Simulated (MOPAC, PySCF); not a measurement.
C3H4, SMILES `C=C=C`, neutral singlet in the gas phase. 

Cartesian coordinates (Å):
```xyz
7

C      1.2943    -0.0721    -0.0994
C      0.0000     0.0000    -0.0001
C     -1.2943     0.0721     0.0993
H      1.8271     0.4353    -0.8955
H      1.8827    -0.6418     0.6108
H     -1.9378    -0.6486    -0.3922
H     -1.7719     0.8552     0.6769
```
Charge 0, multiplicity 1.

All levels are single points at this geometry (B3LYP-D3(BJ)/def2-TZVP); Pople sets use spherical d functions. Orbital energies aren't observables, and empty levels follow the basis.

AM1 in MOPAC gives gap (eV) = 11.39.

### Question
Estimate the gap (eV) from each of these levels: B3LYP-D3(BJ)/def2-TZVP in PySCF; B3LYP/6-311+G** in PySCF; BP86/6-31G* in PySCF; HF/3-21G in PySCF; PM3 in MOPAC.

### Answer

| level | gap (eV) |
|---|---|
| B3LYP-D3(BJ)/def2-TZVP in PySCF | 7.56 |
| B3LYP/6-311+G** in PySCF | 7.43 |
| BP86/6-31G* in PySCF | 5.99 |
| HF/3-21G in PySCF | 15.13 |
| PM3 in MOPAC | 11.28 |
